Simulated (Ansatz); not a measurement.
Input for Ansatz (development build ahead of 0.2.0):

```yaml
crystal:
  periodic: [false, false, false]
  atoms:
    - { symbol: Li, position_ang: [0.0, 0.0, 0.0] }
    - { symbol: B, position_ang: [0.6547, 0.87293, 1.88995] }
basis:
  gaussian: { orbitals: "6-31G" }
hamiltonian:
  xc: hf
correlation:
  method: fci
  frozen_orbitals: { B: 1, Li: 0 }
```

The input is written out in the form of the current development build from the run's settings.

Results

```json
{"Converged": "yes", "Total energy": "-32.01104 hartree", "State": "lowest singlet root, of any spatial symmetry"}
```
